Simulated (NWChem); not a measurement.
# C4H6O2 (methyl acrylate): levels of theory compared

Wanted: a comparison of 6 runs (CAM-B3LYP/6-31G*, B2PLYP/6-31G*, B3LYP/6-31G*, BHLYP/6-31G*, M06-2X/6-31G*, wB97X/6-31G*) of C4H6O2 (methyl acrylate). 

The calculation is run with NWChem 7.3.0.

## Step 1: Starting point

C4H6O2 has 12 atoms, charge 0, and is taken as a singlet. As SMILES, `C=CC(=O)OC`. The shape is that of a PBE0-D4/def2-TZVP optimisation. This is one conformer, not always the lowest.

Bond lengths: C1–C2 1.325 Å, C2–C3 1.478 Å, C3–O4 1.203 Å, C3–O5 1.341 Å, O5–C6 1.423 Å, C1–H7 1.084 Å, C1–H8 1.083 Å, C2–H9 1.084 Å, C6–H10 1.091 Å, C6–H11 1.088 Å, C6–H12 1.091 Å. Some angles: C1–C2–C3 120.5°, C2–C3–O4 125.8°, C2–C3–O5 110.7°, O4–C3–O5 123.5°, C3–O5–C6 115.1°, C1–C2–H9 122.5°, C3–C2–H9 117.0°, C2–C1–H7 120.1°, C2–C1–H8 121.6°, O5–C6–H10 110.6°.

## Step 2: Energy and forces at CAM-B3LYP/6-31G(d) (spherical functions) (run 1)

File c4h6o2.nw:

```
START c4h6o2
memory total 2200 mb
charge 0

GEOMETRY units angstrom noautosym nocenter noautoz
C     -2.188400     1.173500     0.033200
C     -0.898000     1.068600     0.317400
C     -0.132300    -0.126500    -0.095900
O     -0.573100    -1.071600    -0.696400
O      1.147600    -0.025700     0.290700
C      1.973000    -1.129800    -0.060300
H     -2.692500     0.379400    -0.506600
H     -2.765600     2.041400     0.327700
H     -0.356100     1.838200     0.854600
H      1.998300    -1.261200    -1.143100
H      2.964900    -0.893300     0.318300
H      1.599100    -2.048400     0.394500
END

BASIS "ao basis" spherical bse
* library 6-31G*
END

DFT
xc xcamb88 1.00 lyp 0.81 vwn_5 0.19 hfexch 1.00
cam 0.33 cam_alpha 0.19 cam_beta 0.46
mult 1
grid fine
convergence energy 1e-08
direct
maxiter 100
mulliken
print low
END

TASK dft gradient
```

Command:

```console
$ nwchem c4h6o2.nw > c4h6o2.out
```

Standard output:

```text
[...]
 d= 0,ls=0.0,diis     1   -306.1776601753 -5.35D+02  1.42D-02  1.24D+00     9.2
[...]
 d= 0,ls=0.0,diis    11   -306.3191310072 -4.17D-09  6.42D-07  5.62D-09   102.2
         Total DFT energy =     -306.319131007160
      One electron energy =     -869.710830359491
           Coulomb energy =      375.608295752786
    Exchange-Corr. energy =      -41.007410032950
 Nuclear repulsion energy =      228.790813632495
[...]
      Total Density - Mulliken Population Analysis
     ---------------------------------------------
    Atom       Charge   Shell Charges
 -----------   ------   -------------------------------------------------------
    1 C    6     6.31   2.00  0.69  2.06  0.59  0.95  0.03
    2 C    6     6.14   2.00  0.68  2.09  0.51  0.83  0.03
    3 C    6     5.47   2.00  0.70  1.95  0.27  0.43  0.13
    4 O    8     8.43   2.00  0.91  2.89  0.92  1.69  0.03
    5 O    8     8.44   2.00  0.90  2.93  0.93  1.65  0.03
    6 C    6     6.22   2.00  0.68  2.09  0.56  0.84  0.06
    7 H    1     0.82   0.52  0.30
    8 H    1     0.84   0.52  0.32
    9 H    1     0.84   0.52  0.32
   10 H    1     0.83   0.52  0.31
[...]
                         DFT ENERGY GRADIENTS
    atom               coordinates                        gradient
                 x          y          z           x          y          z
   1 C      -4.135476   2.217593   0.062739    0.002015   0.000350   0.000697
   2 C      -1.696974   2.019361   0.599799   -0.000962  -0.002253  -0.001397
   3 C      -0.250011  -0.239050  -0.181225   -0.001517  -0.006826  -0.003927
   4 O      -1.083002  -2.025030  -1.316005    0.004043   0.008766   0.005564
   5 O       2.168650  -0.048566   0.549343   -0.002901  -0.001363  -0.001448
   6 C       3.728429  -2.135012  -0.113950   -0.000972   0.001207   0.000350
   7 H      -5.088087   0.716962  -0.957335    0.000713   0.000390   0.000393
   8 H      -5.226226   3.857687   0.619263    0.001080  -0.000695  -0.000076
   9 H      -0.672931   3.473694   1.614960   -0.000673  -0.000381  -0.000369
  10 H       3.776239  -2.383322  -2.160146   -0.000045   0.000185   0.000951
  11 H       5.602849  -1.688092   0.601500   -0.001066  -0.000213  -0.000395
[...]
```

Wall time 2.5 min (1 thread of Intel Xeon Platinum 8259CL at 2.50GHz (Skylake/Cascade Lake), shared host); peak memory 0.12 GiB.

## Step 3: A single-point energy at B2PLYP/6-31G(d) (spherical functions) (run 2)

File c4h6o2.nw:

```
start c4h6o2
title "C4H6O2 B2PLYP"
memory 2200 mb

geometry units angstrom noautosym nocenter noautoz
  C       -2.188400       1.173500       0.033200
  C       -0.898000       1.068600       0.317400
  C       -0.132300      -0.126500      -0.095900
  O       -0.573100      -1.071600      -0.696400
  O        1.147600      -0.025700       0.290700
  C        1.973000      -1.129800      -0.060300
  H       -2.692500       0.379400      -0.506600
  H       -2.765600       2.041400       0.327700
  H       -0.356100       1.838200       0.854600
  H        1.998300      -1.261200      -1.143100
  H        2.964900      -0.893300       0.318300
  H        1.599100      -2.048400       0.394500
end

basis spherical bse
  * library 6-31G*
end

dft
  xc hfexch 0.53 becke88 0.47 lyp 0.73 mp2 0.27
  dftmp2 semidirect
  grid fine
  convergence energy 1e-08
  maxiter 100
  mulliken
end

mp2
  freeze core 6
end

task dft energy
```

Command:

```console
$ nwchem c4h6o2.nw > c4h6o2.out
```

Standard output:

```text
[...]
          Wavefunction type:  closed shell.
          No. of atoms     :    12
          No. of electrons :    46
[...]
          Charge           :     0
          Spin multiplicity:     1
[...]
          AO basis - number of functions:    96
[...]
              XC Information
              --------------
                     Hartree-Fock (Exact) Exchange  0.530
                    Becke 1988 Exchange Functional  0.470
              Lee-Yang-Parr Correlation Functional  0.730
[...]
 d= 0,ls=0.0,diis     1   -305.7336914424 -5.35D+02  1.23D-02  1.07D+00     3.8
[...]
 d= 0,ls=0.0,diis    11   -305.8616480054 -5.38D-09  3.82D-07  2.25D-09    34.4
         Total DFT energy =     -305.861648005450
      One electron energy =     -869.496342643476
           Coulomb energy =      375.407203278639
    Exchange-Corr. energy =      -40.563322273107
 Nuclear repulsion energy =      228.790813632495
[...]
      Total Density - Mulliken Population Analysis
     ---------------------------------------------
    Atom       Charge   Shell Charges
 -----------   ------   -------------------------------------------------------
    1 C    6     6.32   2.00  0.69  2.02  0.60  0.99  0.04
    2 C    6     6.19   2.00  0.69  2.06  0.52  0.89  0.04
    3 C    6     5.33   2.00  0.70  1.90  0.24  0.36  0.14
    4 O    8     8.51   2.00  0.91  2.87  0.95  1.74  0.03
    5 O    8     8.54   2.00  0.90  2.92  0.96  1.73  0.03
    6 C    6     6.20   2.00  0.68  2.04  0.58  0.85  0.06
    7 H    1     0.80   0.52  0.28
    8 H    1     0.82   0.53  0.30
    9 H    1     0.82   0.53  0.29
   10 H    1     0.82   0.53  0.29
[...]
  Basis functions       =     96
[...]
```

Run time: 41 s. Hardware: 1 thread of Intel Xeon Platinum 8259CL at 2.50GHz (Skylake/Cascade Lake), shared host; peak memory 0.32 GiB.

Runs 3 to 5 aren't shown in full; the table further down has their settings and results.

## Step 4: Energy and forces at wB97X/6-31G(d) (spherical functions) (run 6)

File geom.nw:

```
start geom
title "C4H6O2 gradient"
memory 2200 mb

geometry units angstrom noautosym nocenter noautoz
  C       -2.188400       1.173500       0.033200
  C       -0.898000       1.068600       0.317400
  C       -0.132300      -0.126500      -0.095900
  O       -0.573100      -1.071600      -0.696400
  O        1.147600      -0.025700       0.290700
  C        1.973000      -1.129800      -0.060300
  H       -2.692500       0.379400      -0.506600
  H       -2.765600       2.041400       0.327700
  H       -0.356100       1.838200       0.854600
  H        1.998300      -1.261200      -1.143100
  H        2.964900      -0.893300       0.318300
  H        1.599100      -2.048400       0.394500
end

basis "ao basis" spherical bse
  * library 6-31G*
end

dft
  xc wb97x
  grid fine
  convergence energy 1e-08
  iterations 100
  mulliken
end

task dft gradient
```

Command:

```console
$ nwchem geom.nw > geom.out
```

Standard output:

```text
[...]
          Wavefunction type:  closed shell.
          No. of atoms     :    12
          No. of electrons :    46
[...]
          Charge           :     0
          Spin multiplicity:     1
[...]
          AO basis - number of functions:    96
[...]
              XC Information
              --------------
                       wb97x  Method XC Functional
                     Hartree-Fock (Exact) Exchange  1.000
                         wb97x Exchange Functional  1.000
                      wb97x Correlation Functional  1.000
[...]
 d= 0,ls=0.0,diis     1   -306.2450243042 -5.35D+02  1.23D-02  1.18D+00     9.6
[...]
 d= 0,ls=0.0,diis    11   -306.3822727903 -8.75D-09  5.02D-07  2.95D-09   108.5
         Total DFT energy =     -306.382272790293
      One electron energy =     -869.615219660883
           Coulomb energy =      375.504453322603
    Exchange-Corr. energy =      -41.062320084508
 Nuclear repulsion energy =      228.790813632495
[...]
      Total Density - Mulliken Population Analysis
     ---------------------------------------------
    Atom       Charge   Shell Charges
 -----------   ------   -------------------------------------------------------
    1 C    6     6.34   2.00  0.69  2.04  0.60  0.99  0.03
    2 C    6     6.18   2.00  0.68  2.07  0.52  0.88  0.03
    3 C    6     5.44   2.00  0.70  1.93  0.27  0.41  0.13
    4 O    8     8.44   2.00  0.91  2.88  0.92  1.70  0.03
    5 O    8     8.46   2.00  0.90  2.92  0.93  1.68  0.03
    6 C    6     6.25   2.00  0.67  2.07  0.58  0.87  0.06
    7 H    1     0.80   0.52  0.28
    8 H    1     0.82   0.52  0.30
    9 H    1     0.82   0.52  0.29
   10 H    1     0.82   0.53  0.29
[...]
  wavefunction    = closed shell
[...]
                         DFT ENERGY GRADIENTS
    atom               coordinates                        gradient
                 x          y          z           x          y          z
   1 C      -4.135476   2.217593   0.062739    0.002614   0.000421   0.000891
   2 C      -1.696974   2.019361   0.599799   -0.001091  -0.003513  -0.002078
   3 C      -0.250011  -0.239050  -0.181225   -0.003403  -0.005185  -0.003578
   4 O      -1.083002  -2.025030  -1.316005    0.004914   0.009724   0.006284
   5 O       2.168650  -0.048566   0.549343   -0.003346  -0.002181  -0.001984
   6 C       3.728429  -2.135012  -0.113950   -0.000206   0.001103   0.000495
   7 H      -5.088087   0.716962  -0.957335    0.001110   0.001255   0.000941
   8 H      -5.226226   3.857687   0.619263    0.001442  -0.001424  -0.000355
   9 H      -0.672931   3.473694   1.614960   -0.001050  -0.001189  -0.000883
  10 H       3.776239  -2.383322  -2.160146   -0.000013   0.000117   0.001665
  11 H       5.602849  -1.688092   0.601500   -0.001577  -0.000464  -0.000655
[...]
```

Wall time 2.6 min (1 thread of Intel Xeon Platinum 8259CL at 2.50GHz (Skylake/Cascade Lake), shared host); peak memory 0.12 GiB.

## Step 5: All runs side by side

| run | level | task | frozen core orbitals | energy (Eh) | largest force (eV/Å) | wall time |
| --- | --- | --- | --- | --- | --- | --- |
| 1 | CAM-B3LYP/6-31G* (spherical functions) | gradient | – | -306.319131 | 0.573 | 2.5 min |
| 2 | B2PLYP/6-31G* (spherical functions) | energy | 6 | -306.143276 | – | 41 s |
| 3 | B3LYP/6-31G* (spherical functions) | gradient | – | -306.461587 | 1.118 | 45 s |
| 4 | BHLYP/6-31G* (spherical functions) | gradient | – | -306.288197 | 0.346 | 43 s |
| 5 | M06-2X/6-31G* (spherical functions) | gradient | – | -306.327964 | 0.429 | 54 s |
| 6 | wB97X/6-31G* (spherical functions) | gradient | – | -306.382273 | 0.647 | 2.6 min |

## Step 6: Summary of results

| quantity | value |
| --- | --- |
| run 6: total energy | -306.38227 Eh |
| run 6: dipole moment | 1.48 D |
| run 6: HOMO energy | -10.26 eV |
| run 6: LUMO energy | 1.33 eV |
| run 6: HOMO–LUMO gap | 11.60 eV |
| run 6: largest force on an atom | 0.647 eV/Å |

Over runs 2, 3, 4, 5, 6 the dipole moment (its size) runs from 1.46 D (M06-2X/6-31G*) to 1.53 D (B2PLYP/6-31G*). A double hybrid's value is that of its SCF part. Over runs 2, 4, 5, 6 the HOMO–LUMO gap runs from 9.23 eV (BHLYP/6-31G*) to 11.60 eV (wB97X/6-31G*). Totals of different functionals can't be ranked against each other. All runs together took 8.1 min, the longest 2.6 min.
